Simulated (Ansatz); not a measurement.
Basis-set extrapolation for BClF, SMILES `F[B]Cl` radical (PBE0-D4/def2-TZVP geometry, frozen core, Ansatz 0.2.0). Multiplicity 2, UHF reference.

```
                     cc-pV(T+d)Z  cc-pV(Q+d)Z
                 HF  -583.728633  -583.742321
    MP2 correlation    -0.507821    -0.555351
CCSD(T) correlation    -0.546855    -0.594208
```

Energies in hartree. Use E(X) = E(∞) + A·exp(−5.46·√X) for Hartree–Fock and E(X) = E(∞) + B·X^(−3.05) for correlation, with X = 3 and 4.

**Question.** What is the CCSD(T) energy at the basis-set limit?

**Answer.** HF limit: -583.742321 + (-0.013688) × 0.30130 = -583.74645. Correlation limit: -0.594208 + (-0.047353) × 0.71189 = -0.62792. Total: -584.37437 hartree, 259.6 kJ/mol below CCSD(T)/cc-pV(T+d)Z.
